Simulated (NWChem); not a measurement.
The numbers come from NWChem runs, not from measurements. System: O2, charge 2, spin multiplicity 1, at the geometry of a parent with another charge or spin, in a state set for the comparison that need not be this species' ground state. Level: RHF/def2-TZVP.

Job file:

```
start mol
memory heap 200 mb stack 900 mb global 1100 mb
charge 2
geometry units angstroms nocenter noautoz
  O      0.000000     0.000000     0.553488
  O      0.000000     0.000000    -0.553488
  symmetry group D2h
end
basis spherical
  * library def2-tzvp
end
scf
  rhf
  nopen 0
  maxiter 100
  thresh 1e-7
  semidirect memsize 60000000 filesize 0
end
task scf energy
```

NWChem printed:

```
             Northwest Computational Chemistry Package (NWChem) 7.3.0
             --------------------------------------------------------

                                NWChem Input Module
                                -------------------

 Scaling coordinates for geometry "geometry" by  1.889725989
 (inverse scale =  0.529177249)

 Turning off AUTOSYM since
 SYMMETRY directive was detected!

                             Geometry "geometry" -> ""
                             -------------------------

 Output coordinates in angstroms (scale by  1.889725989 to convert to a.u.)

  No.       Tag          Charge          X              Y              Z
 ---- ---------------- ---------- -------------- -------------- --------------
    1 O                    8.0000     0.00000000     0.00000000     0.55348800
    2 O                    8.0000     0.00000000     0.00000000    -0.55348800

 Effective nuclear repulsion energy (a.u.)      30.5944699216

            Nuclear Dipole moment (a.u.)
            ----------------------------
        X                 Y               Z
 ---------------- ---------------- ----------------
     0.0000000000     0.0000000000     0.0000000000

      Symmetry information
      --------------------

 Group name             D2h
 Group number             26
 Group order               8
 No. of unique centers     1

      Symmetry unique atoms

     1


 Summary of "ao basis" -> "" (spherical)
 ------------------------------------------------------------------------------
       Tag                 Description            Shells   Functions and Types
 ---------------- ------------------------------  ------  ---------------------
 *                         def2-tzvp                  on all atoms

 Summary of "ao basis" -> "ao basis" (spherical)
 ------------------------------------------------------------------------------
       Tag                 Description            Shells   Functions and Types
 ---------------- ------------------------------  ------  ---------------------
 O                         def2-tzvp                11       31   5s3p2d1f
[...]
  ----- ------------  ---------------      ----- ------------  ---------------
     7      0.356847  1 O  py                38      0.356847  2 O  py
    10      0.308264  1 O  py                41      0.308264  2 O  py

 Vector    7  Occ=2.000000D+00  E=-1.690476D+00  Symmetry=b3u
              MO Center=  4.4D-18,  2.9D-34, -4.9D-17, r^2= 6.5D-01
   Bfn.  Coefficient  Atom+Function         Bfn.  Coefficient  Atom+Function
  ----- ------------  ---------------      ----- ------------  ---------------
     6      0.356847  1 O  px                37      0.356847  2 O  px
     9      0.308264  1 O  px                40      0.308264  2 O  px

 Vector    8  Occ=0.000000D+00  E=-8.793610D-01  Symmetry=b2g
              MO Center= -6.1D-31, -2.7D-39,  9.5D-17, r^2= 8.4D-01
   Bfn.  Coefficient  Atom+Function         Bfn.  Coefficient  Atom+Function
  ----- ------------  ---------------      ----- ------------  ---------------
     6      0.407811  1 O  px                37     -0.407811  2 O  px
     9      0.380272  1 O  px                40     -0.380272  2 O  px
    12      0.195954  1 O  px                43     -0.195954  2 O  px

 Vector    9  Occ=0.000000D+00  E=-8.793610D-01  Symmetry=b3g
              MO Center= -8.7D-41, -4.1D-33,  7.2D-17, r^2= 8.4D-01
   Bfn.  Coefficient  Atom+Function         Bfn.  Coefficient  Atom+Function
  ----- ------------  ---------------      ----- ------------  ---------------
     7      0.407811  1 O  py                38     -0.407811  2 O  py
    10      0.380272  1 O  py                41     -0.380272  2 O  py
    13      0.195954  1 O  py                44     -0.195954  2 O  py

 Vector   10  Occ=0.000000D+00  E=-3.095701D-01  Symmetry=b1u
              MO Center=  1.2D-31,  1.4D-33, -4.8D-17, r^2= 1.7D+00
   Bfn.  Coefficient  Atom+Function         Bfn.  Coefficient  Atom+Function
  ----- ------------  ---------------      ----- ------------  ---------------
     5      1.760038  1 O  s                 36     -1.760038  2 O  s
    14     -1.190691  1 O  pz                45     -1.190691  2 O  pz
     4      0.451959  1 O  s                 35     -0.451959  2 O  s
    11     -0.434068  1 O  pz                42     -0.434068  2 O  pz
     8     -0.347508  1 O  pz                39     -0.347508  2 O  pz

 center of mass
 --------------
 x =   0.00000000 y =   0.00000000 z =   0.00000000

 moments of inertia (a.u.)
 ------------------
          34.996602682507           0.000000000000           0.000000000000
           0.000000000000          34.996602682507           0.000000000000
           0.000000000000           0.000000000000           0.000000000000

  Mulliken analysis of the total density
  --------------------------------------

    Atom       Charge   Shell Charges
 -----------   ------   -------------------------------------------------------
    1 O    8     7.00   0.80  1.17  0.72  1.00  0.16  1.51  1.39  0.14  0.01  0.08  0.01
    2 O    8     7.00   0.80  1.17  0.72  1.00  0.16  1.51  1.39  0.14  0.01  0.08  0.01

       Multipole analysis of the density wrt the origin
       ------------------------------------------------

     L   x y z        total         open         nuclear
     -   - - -        -----         ----         -------
     0   0 0 0      2.000000      0.000000     16.000000

     1   1 0 0     -0.000000      0.000000      0.000000
     1   0 1 0      0.000000      0.000000      0.000000
     1   0 0 1     -0.000000      0.000000      0.000000

     2   2 0 0     -4.824304      0.000000      0.000000
     2   1 1 0     -0.000000      0.000000      0.000000
     2   1 0 1      0.000000      0.000000      0.000000
     2   0 2 0     -4.824304      0.000000      0.000000
     2   0 1 1      0.000000      0.000000      0.000000
     2   0 0 2     -2.538264      0.000000     17.503870

 Task  times  cpu:        0.4s     wall:        0.4s

 Total times  cpu:        0.5s     wall:        0.5s
```
